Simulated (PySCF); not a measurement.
Gas-phase reaction: 2 HPO₃ + PH₂ = 3 PO₂ + 4 H

Energies from PySCF, thermal terms from the rigid-rotor harmonic-oscillator model, ideal gas at 1 bar. † marks an energy on the PBE0/def2-TZVP geometry and frequencies; other levels use their own. MP2 freezes the core. 6-31G* has spherical d functions here. Open shells (unrestricted): PH₂ (multiplicity 2), PO₂ (multiplicity 2), H (multiplicity 2); the rest are closed-shell singlets. B3LYP is the form with VWN-RPA correlation. HPO₃, PH₂: computed as isolated molecules; such fragments, hydroxides, amides, oligomers or adducts are transient or little studied in the gas. MP2 isn't extrapolated to the basis-set limit; its ΔH°(298 K) is 1172.4 kJ in def2-SVP and 1220.6 kJ in def2-TZVPP. The harmonic model lacks anharmonicity and excited electronic states, which grow with temperature; levels with a mode under 35 cm⁻¹ are left out. Internal rotation in HPO₃ is treated as a harmonic vibration of one conformer, which makes the entropy rough.

```json
[
 {"level": "B3LYP/6-31G*", "ΔE electronic, kJ": "1289", "ΔH°(298 K), kJ": "1204", "ΔS°(298 K), J/K": "450", "ΔG°(800 K), kJ": "832"},
 {"level": "B3LYP/def2-TZVP†", "ΔE electronic, kJ": "1316", "ΔH°(298 K), kJ": "1230", "ΔS°(298 K), J/K": "451", "ΔG°(800 K), kJ": "858"},
 {"level": "HF/6-31G*", "ΔE electronic, kJ": "1201", "ΔH°(298 K), kJ": "1108", "ΔS°(298 K), J/K": "453", "ΔG°(800 K), kJ": "733"},
 {"level": "M06-2X/def2-TZVP†", "ΔE electronic, kJ": "1378", "ΔH°(298 K), kJ": "1293", "ΔS°(298 K), J/K": "451", "ΔG°(800 K), kJ": "921"},
 {"level": "MP2/def2-TZVPP†", "ΔE electronic, kJ": "1306", "ΔH°(298 K), kJ": "1221", "ΔS°(298 K), J/K": "451", "ΔG°(800 K), kJ": "849"},
 {"level": "PBE0/def2-QZVP†", "ΔE electronic, kJ": "1332", "ΔH°(298 K), kJ": "1246", "ΔS°(298 K), J/K": "451", "ΔG°(800 K), kJ": "874"}
]
```
ΔH° is lowest at HF/6-31G* and highest at M06-2X/def2-TZVP†. No reference value is set beside these.
